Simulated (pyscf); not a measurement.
**Substitution at C: H₃C–CH₂–CH₃ + H• → CH₄ + •H₂C–CH₃**

Gas phase, doublet surface, charge 0. Bonds broken: C1–C2. Bonds formed: C1–H12. Single points on ωB97X-D3(BJ)/def2-SVP structures (PySCF, gas phase).

Transition state (Å):

```xyz
12

C     -0.5111    -0.8497    -0.3542
C     -0.7339     0.9735    -0.1020
C     -1.1981     1.2339     1.3132
H     -1.5620    -1.0691    -0.1252
H      0.2426    -0.9269     0.4401
H     -0.1928    -0.7377    -1.3981
H      0.2488     1.4148    -0.3276
H     -1.4656     1.2796    -0.8651
H     -0.4649     0.8650     2.0506
H     -2.1585     0.7315     1.5196
H     -1.3434     2.3111     1.5059
H     -0.3468    -2.2272    -0.5323
```

One imaginary mode, 1571i cm⁻¹; descent along it reached the two sides named.

```json
[
 {"bond": "C1–C2", "change": "breaks", "reactant side (Å)": "1.528", "saddle": "1.854", "product side": "3.6"},
 {"bond": "C1–H12", "change": "forms", "reactant side (Å)": "3.8", "saddle": "1.399", "product side": "1.100"}
]
```

Electronic energies relative to the separated reactants (kJ/mol):

| level | barrier | reaction energy | reverse barrier |
|---|---|---|---|
| ωB97X-D3(BJ)/def2-TZVP | 155.6 | -65.3 | 220.9 |
| PBE/def2-TZVP | 117.8 | -69.6 | 187.4 |
| r²SCAN/def2-TZVP | 116.0 | -87.3 | 203.2 |
| B3LYP-D3(BJ)/def2-TZVP | 127.3 | -84.2 | 211.6 |
| PBE0-D3(BJ)/def2-TZVP | 136.2 | -65.6 | 201.7 |
| M06-2X/def2-TZVP | 148.2 | -65.6 | 213.8 |
| ωB97M-D3(BJ)/def2-TZVP | 149.9 | -68.7 | 218.6 |
| HF/def2-TZVP | 214.9 | -87.3 | 302.2 |

With ωB97M-D3(BJ)/def2-TZVP energies and thermal terms (ideal gas, 1 atm, RRHO with modes under 100 cm⁻¹ raised to 100, one conformer, R ln 2 for rigid chiral ones), in kJ/mol:

```json
[
 {"T (K)": "298", "ΔH‡": "148.2", "ΔG‡": "175.1", "ΔH": "-65.4", "ΔG": "-83.3"},
 {"T (K)": "600", "ΔH‡": "146.7", "ΔG‡": "203.1", "ΔH": "-67.4", "ΔG": "-101.0"},
 {"T (K)": "900", "ΔH‡": "145.7", "ΔG‡": "231.5", "ΔH": "-71.4", "ΔG": "-116.9"},
 {"T (K)": "1200", "ΔH‡": "144.6", "ΔG‡": "260.3", "ΔH": "-76.0", "ΔG": "-131.4"}
]
```

Abstraction by the radical was not located in this set and often lies lower. This is the saddle that the search found; another between the same sides may lie lower. The angle at the attacked C is 179°.
